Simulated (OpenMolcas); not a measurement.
Potential curves of NO: spin-free states

Computed with OpenMolcas 26.06: state-averaged CASSCF(9,7) over O 2p, N 2s 2p, XMS-CASPT2 (IPEA 0.25, imaginary shift 0.2 hartree), scalar X2C, ANO-RCC-VTZP, then RASSI spin–orbit state interaction with atomic mean-field integrals. C2 symmetry about the axis (a holds Σ, Δ, Γ; b holds Π, Φ, H; Σ⁺ and Σ⁻ are not told apart); roots by multiplicity and irrep: 2b 6, 4b 2, 4a 1, 2a 2.

XMS-CASPT2 energies in eV from the lowest point. Curves are followed by energy order within each symmetry, so they are adiabatic and may change character at avoided crossings; Σ⁺ and Σ⁻ are counted together.

```json
{"R (Å)": "0.986", "(1)2Π": "2.244", "(1)4Π": "13.041", "(2)2Π": "13.920", "(1)4Σ": "10.662", "(1)2Φ": "15.027"}
{"R (Å)": "1.044", "(1)2Π": "0.847", "(1)4Π": "10.068", "(2)2Π": "10.983", "(1)4Σ": "8.505", "(1)2Φ": "12.088"}
{"R (Å)": "1.095", "(1)2Π": "0.215", "(1)4Π": "8.204", "(2)2Π": "9.145", "(1)4Σ": "7.257", "(1)2Φ": "10.237"}
{"R (Å)": "1.147", "(1)2Π": "0.000", "(1)4Π": "6.899", "(2)2Π": "7.849", "(1)4Σ": "6.473", "(1)2Φ": "8.934"}
{"R (Å)": "1.204", "(1)2Π": "0.086", "(1)4Π": "5.919", "(2)2Π": "6.884", "(1)4Σ": "5.989", "(1)2Φ": "7.956"}
{"R (Å)": "1.262", "(1)2Π": "0.397", "(1)4Π": "5.306", "(2)2Π": "6.275", "(1)4Σ": "5.785", "(1)2Φ": "7.338"}
{"R (Å)": "1.342", "(1)2Π": "1.055", "(1)4Π": "4.864", "(2)2Π": "5.834", "(1)4Σ": "5.805", "(1)2Φ": "6.887"}
{"R (Å)": "1.445", "(1)2Π": "2.041", "(1)4Π": "4.744", "(2)2Π": "5.712", "(1)4Σ": "6.114", "(1)2Φ": "6.748"}
{"R (Å)": "1.606", "(1)2Π": "3.533", "(1)4Π": "5.041", "(2)2Π": "6.066", "(1)4Σ": "6.808", "(1)2Φ": "7.021"}
```

(1) With masses 15.995 and 14.003 u, fit the curves (1)2Π, (1)4Σ near their minima.

The 5 lowest clean curves are shown; the next is (1)2Δ, from 7.57 eV. Only roots inside an energy window near the equilibrium distance were included, so the list of states is not complete; labels number the states computed. Each spin and symmetry block has orbitals of its own, averaged over its own roots, so gaps between blocks are less sure than gaps within one and near the minimum can be off by tenths of an eV, in bad cases by more. No Rydberg orbitals are active, so Rydberg states, and σ→σ* states whose orbital the CASSCF left unused, can be missing between those listed. CASPT2 splits the two components of degenerate states numerically, here by up to 58 cm⁻¹. Points that failed a check (symmetry, reference weights, a jump) are left out.

Answers

(1) At XMS-CASPT2, Te from the lowest curve (the fit fixes ωe to a per cent or two; the method's Re and ωe can be off by some per cent):

| curve | Te (cm⁻¹) | Re (Å) | ωe (cm⁻¹) |
| --- | --- | --- | --- |
| (1)2Π | 0 | 1.158 | 1878.0 |
| (1)4Σ | 46510 | 1.295 | 1276.6 |
